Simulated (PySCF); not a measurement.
Basis-set dependence of excited states

BClH3P.
SMILES with atom numbers: `[PH2:1][BH:2][Cl:3]` (hydrogens: H4, H5 on P1; H6 on B2)

Structure used (PBE0-D3(BJ)/def2-SVP), in Å, numbered top down from 1:
```
atom  x, y, z in Å
P1    -0.485   -0.328   -1.032
B2     1.299    0.082   -0.564
Cl3    2.496   -1.176   -0.349
H4    -0.725   -1.462   -0.210
H5    -1.155    0.653   -0.251
H6     1.679    1.225   -0.539
```

TDDFT with PBE0 (PySCF), vertical singlets, core orbitals frozen in the response, spherical d and f functions. Geometry: PBE0-D3(BJ)/def2-SVP, one conformer, isolated molecule.

```json
{"basis": "6-31G*", "functions": "56", "diffuse": "no", "S1 (eV)": "4.77", "S2 (eV)": "5.78", "S3 (eV)": "6.91", "S4 (eV)": "7.29", "S5 (eV)": "7.45", "LUMO (eV)": "-1.64", "α (au)": "45.0"}
{"basis": "def2-SVP", "functions": "65", "diffuse": "no", "S1 (eV)": "4.73", "S2 (eV)": "5.75", "S3 (eV)": "6.89", "S4 (eV)": "7.27", "S5 (eV)": "7.39", "LUMO (eV)": "-1.63", "α (au)": "44.7"}
{"basis": "6-31+G*", "functions": "68", "diffuse": "yes", "S1 (eV)": "4.70", "S2 (eV)": "5.70", "S3 (eV)": "6.54", "S4 (eV)": "6.82", "S5 (eV)": "7.22", "LUMO (eV)": "-1.81", "α (au)": "50.8"}
{"basis": "def2-SVPD", "functions": "95", "diffuse": "yes", "S1 (eV)": "4.65", "S2 (eV)": "5.65", "S3 (eV)": "6.58", "S4 (eV)": "6.84", "S5 (eV)": "7.17", "LUMO (eV)": "-1.85", "α (au)": "57.5"}
{"basis": "aug-cc-pVDZ", "functions": "104", "diffuse": "yes", "S1 (eV)": "4.65", "S2 (eV)": "5.65", "S3 (eV)": "6.40", "S4 (eV)": "6.62", "S5 (eV)": "7.13", "LUMO (eV)": "-1.81", "α (au)": "58.1"}
{"basis": "def2-TZVP", "functions": "123", "diffuse": "no", "S1 (eV)": "4.64", "S2 (eV)": "5.66", "S3 (eV)": "6.58", "S4 (eV)": "7.07", "S5 (eV)": "7.14", "LUMO (eV)": "-1.80", "α (au)": "53.1"}
{"basis": "def2-TZVPD", "functions": "153", "diffuse": "yes", "S1 (eV)": "4.60", "S2 (eV)": "5.61", "S3 (eV)": "6.40", "S4 (eV)": "6.62", "S5 (eV)": "7.09", "LUMO (eV)": "-1.85", "α (au)": "58.6"}
{"basis": "aug-cc-pVTZ", "functions": "215", "diffuse": "yes", "S1 (eV)": "4.62", "S2 (eV)": "5.63", "S3 (eV)": "6.37", "S4 (eV)": "6.56", "S5 (eV)": "7.05", "LUMO (eV)": "-1.84", "α (au)": "58.8"}
```

Task: Compare the sets with the largest diffuse one.

Result: States are compared by their number. Against the largest diffuse basis here (aug-cc-pVTZ, itself not a converged limit), sets without diffuse functions differ by up to 0.14 eV in S1 and 0.40 eV in S5; the smaller diffuse sets differ by up to 0.08 and 0.17 eV. State by state, the largest deviation of a set without diffuse functions is S1 0.14, S2 0.15, S3 0.54, S4 0.73, S5 0.40 eV. The same number needn't mean the same state in each row. Against aug-cc-pVTZ the polarisability deviates by -23% in 6-31G*, -24% in def2-SVP, -14% in 6-31+G*, -2% in def2-SVPD, -1% in aug-cc-pVDZ, -10% in def2-TZVP, 0% in def2-TZVPD. A single + in a Pople set puts diffuse functions on heavy atoms only.
